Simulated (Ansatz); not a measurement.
**One shape, several levels: C2H3F (SMILES C=CF)**

Wanted: a comparison of 5 runs (HF/STO-3G, B3LYP/6-31G*, PBE0/def2-SVP, PBE0/6-311G**) of C2H3F. 

Program for the calculation: Ansatz 0.2.0.

8 further runs of the same task are left out: 3 for a known fault of the program, 2 that didn't finish, 3 set aside as unsound or not needed.

## Step 1: Starting point

C2H3F: 6 atoms, total charge 0, spin state singlet. As SMILES, `C=CF`. The coordinates come from a PBE0-D4/def2-TZVP relaxation.

Bond lengths: C1–C2 1.316 Å, C2–F3 1.336 Å, C1–H4 1.082 Å, C1–H5 1.081 Å, C2–H6 1.084 Å. Angles: C1–C2–F3 122.3°, C1–C2–H6 125.7°, F3–C2–H6 112.0°, C2–C1–H4 121.6°, C2–C1–H5 119.2°, H4–C1–H5 119.2°.

## Step 2: Energy and gradient at HF/STO-3G (run 1)

job.yaml reads:

```yaml
crystal:
  periodic: [false, false, false]
  atoms:
    - {symbol: C, position_ang: [-0.536200, 0.076400, -0.442800]}
    - {symbol: C, position_ang: [0.490000, -0.016300, 0.376600]}
    - {symbol: F, position_ang: [0.966200, -1.192400, 0.795500]}
    - {symbol: H, position_ang: [-1.043900, -0.803300, -0.816600]}
    - {symbol: H, position_ang: [-0.880200, 1.054100, -0.749700]}
    - {symbol: H, position_ang: [1.046100, 0.817400, 0.790700]}
basis:
  gaussian: {orbitals: STO-3G}
accuracy: high
hamiltonian: {xc: hf}
output: {forces: true, orbitals: {seedname: orbitals}}
```

Started as:

```sh
$ ansatz run job.yaml --threads 1 --pin off --max-ram 2610MiB --events-out events.jsonl --progress --plain --runs-dir runs
```

Log:

```text
Warning: RAYON_NUM_THREADS=1 ignored (pool sized by the plan → 1); use --threads N
Functional definition: HF
  name "HF"
  exchange = exact_x
  correlation = 0
320 factors; integrals over basis functions are off by at most 1.2e-8 eV
mean field evaluation 1: about -4747.7198 eV, gradient 2.0e1 eV
mean field evaluation 2: about -4747.8224 eV, gradient 2.0e1 eV
mean field evaluation 4: about -4749.2418 eV, gradient 1.7e0 eV
mean field evaluation 8: about -4749.2557 eV, gradient 3.6e-2 eV
mean field -4749.25572823 eV, -174.5319288515 hartree, gradient 1.3e-8 eV, S^2 0.000000; 0 other end points of the search recorded, 0 dependent functions left out
the calculation of the forces begins
reference -4749.25572823 eV, -174.5319288515 hartree; 12, 12 occupied and 6, 6 virtual orbitals, 320 factors
Total energy: -4749.25572823 eV, -174.5319288515 hartree
Atom 0 at    -0.536200     0.076400    -0.442800 Å, force     0.386806     0.438299     0.292895 eV/Å
Atom 1 at     0.490000    -0.016300     0.376600 Å, force    -0.656426     0.128465    -0.525335 eV/Å
Atom 2 at     0.966200    -1.192400     0.795500 Å, force     0.419919    -1.099622     0.371223 eV/Å
Atom 3 at    -1.043900    -0.803300    -0.816600 Å, force     0.021476     0.170634     0.010871 eV/Å
Atom 4 at    -0.880200     1.054100    -0.749700 Å, force    -0.133726    -0.199321    -0.099611 eV/Å
Atom 5 at     1.046100     0.817400     0.790700 Å, force    -0.038049     0.561545    -0.050043 eV/Å
Dipole moment:    -0.040473     0.173967    -0.038105 e Å
```

Run time: 0.2 s. Hardware: 1 thread of Arm Neoverse V1, shared host.

## Step 3: Energy and gradient at B3LYP/6-31G(d) (spherical functions) (run 2)

in.yaml reads:

```yaml
crystal:
  periodic: [false, false, false]
  atoms:
    - symbol: C
      position_ang: [-0.536200, 0.076400, -0.442800]
    - symbol: C
      position_ang: [0.490000, -0.016300, 0.376600]
    - symbol: F
      position_ang: [0.966200, -1.192400, 0.795500]
    - symbol: H
      position_ang: [-1.043900, -0.803300, -0.816600]
    - symbol: H
      position_ang: [-0.880200, 1.054100, -0.749700]
    - symbol: H
      position_ang: [1.046100, 0.817400, 0.790700]
basis:
  gaussian:
    orbitals: 6-31G_st_-spherical.json
hamiltonian:
  xc: {name: B3LYP}
accuracy: high
output: {forces: true, orbitals: {seedname: orbitals}}
```

The basis set 6-31G* is read from a file made from the Basis Set Exchange's data (not shown).

Started as:

```sh
$ ansatz run in.yaml --threads 1 --pin off --max-ram 2610MiB --events-out events.jsonl --progress --plain --runs-dir runs
```

Log, shortened:

```text
Warning: RAYON_NUM_THREADS=1 ignored (pool sized by the plan → 1); use --threads N
Functional definition: B3LYP
  name "B3LYP"
[...]
1093 factors; integrals over basis functions are off by at most 3.4e-9 eV
[...]
mean field -4838.63998578 eV, -177.8167397295 hartree, gradient 1.0e-8 eV, S^2 0.000000; 0 other end points of the search recorded, 0 dependent functions left out
[...]
reference -4838.64001090 eV, -177.8167406527 hartree; 12, 12 occupied and 36, 36 virtual orbitals, 1093 factors
Total energy: -4838.64001090 eV, -177.8167406527 hartree
Atom 0 at    -0.536200     0.076400    -0.442800 Å, force    -0.350828     0.122590    -0.283171 eV/Å
Atom 1 at     0.490000    -0.016300     0.376600 Å, force     0.238504     0.191525     0.184118 eV/Å
Atom 2 at     0.966200    -1.192400     0.795500 Å, force     0.209777    -0.417829     0.180880 eV/Å
Atom 3 at    -1.043900    -0.803300    -0.816600 Å, force    -0.053252    -0.052905    -0.040799 eV/Å
Atom 4 at    -0.880200     1.054100    -0.749700 Å, force    -0.080308     0.070947    -0.066343 eV/Å
Atom 5 at     1.046100     0.817400     0.790700 Å, force     0.036109     0.085673     0.025316 eV/Å
Dipole moment:    -0.065658     0.232431    -0.060113 e Å
```

Run time: 2.7 s. Hardware: 1 thread of Arm Neoverse V1, shared host.

Runs 3 to 4 aren't shown in full; the table further down has their settings and results.

## Step 4: Energy and forces at PBE0/6-311G(d,p) (run 5)

job.yaml reads:

```yaml
crystal:
  periodic: [false, false, false]
  atoms:
    - symbol: C
      position_ang: [-0.536200, 0.076400, -0.442800]
    - symbol: C
      position_ang: [0.490000, -0.016300, 0.376600]
    - symbol: F
      position_ang: [0.966200, -1.192400, 0.795500]
    - symbol: H
      position_ang: [-1.043900, -0.803300, -0.816600]
    - symbol: H
      position_ang: [-0.880200, 1.054100, -0.749700]
    - symbol: H
      position_ang: [1.046100, 0.817400, 0.790700]
basis:
  gaussian:
    orbitals: 6-311G_st__st_.json
hamiltonian:
  xc: {name: PBE0}
accuracy: high
output: {forces: true, orbitals: {seedname: orbitals}}
```

The basis set 6-311G** is read from a file made from the Basis Set Exchange's data (not shown).

Started as:

```sh
$ ansatz run job.yaml --threads 1 --pin off --max-ram 2610MiB --events-out events.jsonl --progress --plain --runs-dir runs
```

Log, shortened:

```text
Warning: RAYON_NUM_THREADS=1 ignored (pool sized by the plan → 1); use --threads N
Functional definition: PBE0
  name "PBE0"
[...]
1415 factors; integrals over basis functions are off by at most 3.4e-9 eV
[...]
mean field -4834.87381684 eV, -177.6783355738 hartree, gradient 1.8e-8 eV, S^2 0.000000; 0 other end points of the search recorded, 0 dependent functions left out
[...]
reference -4834.87381896 eV, -177.6783356515 hartree; 12, 12 occupied and 60, 60 virtual orbitals, 1415 factors
Total energy: -4834.87381896 eV, -177.6783356515 hartree
Atom 0 at    -0.536200     0.076400    -0.442800 Å, force    -0.094147     0.060688    -0.076899 eV/Å
Atom 1 at     0.490000    -0.016300     0.376600 Å, force     0.068873    -0.010107     0.056080 eV/Å
Atom 2 at     0.966200    -1.192400     0.795500 Å, force     0.042868    -0.079673     0.036586 eV/Å
Atom 3 at    -1.043900    -0.803300    -0.816600 Å, force    -0.001793    -0.028666    -0.000691 eV/Å
Atom 4 at    -0.880200     1.054100    -0.749700 Å, force    -0.022853     0.027092    -0.019149 eV/Å
Atom 5 at     1.046100     0.817400     0.790700 Å, force     0.007052     0.030666     0.004074 eV/Å
Dipole moment:    -0.077242     0.260022    -0.070259 e Å
```

Wall time 3.9 s (1 thread of Arm Neoverse V1, shared host).

## Step 5: The series

| run | level | Cartesian functions | energy (Eh) | dipole moment (D) | HOMO energy (eV) | LUMO energy (eV) | wall time |
| --- | --- | --- | --- | --- | --- | --- | --- |
| 1 | HF/STO-3G | no | -174.531929 | 0.88 | -8.40 | 8.68 | 0.2 s |
| 2 | B3LYP/6-31G* (spherical functions) | no | -177.816741 | 1.20 | -7.08 | 0.69 | 2.7 s |
| 3 | B3LYP/6-31G* (Cartesian functions) | yes | -177.819417 | 1.20 | -7.08 | 0.68 | 2.8 s |
| 4 | PBE0/def2-SVP | no | -177.495993 | 1.31 | -7.64 | 0.54 | 3 s |
| 5 | PBE0/6-311G** | no | -177.678336 | 1.35 | -7.64 | 0.50 | 3.9 s |

## Step 6: Results

| quantity | value |
| --- | --- |
| run 5: total energy | -177.67834 Eh |
| run 5: dipole moment | 1.35 D |
| run 5: HOMO energy | -7.64 eV |
| run 5: LUMO energy | 0.50 eV |
| run 5: HOMO–LUMO gap | 8.15 eV |
| run 5: largest force on an atom | 0.136 eV/Å |

What this shows: The dipole moment (its size) runs from 0.88 D (HF/STO-3G) to 1.35 D (PBE0/6-311G**). The two ends differ in method and basis. The HOMO–LUMO gap runs from 7.76 eV (B3LYP/6-31G*) to 17.08 eV (HF/STO-3G). Totals of different functionals can't be ranked against each other. In run 1 the basis is minimal, so the values are rough. All runs together took 13 s, the longest 3.9 s.
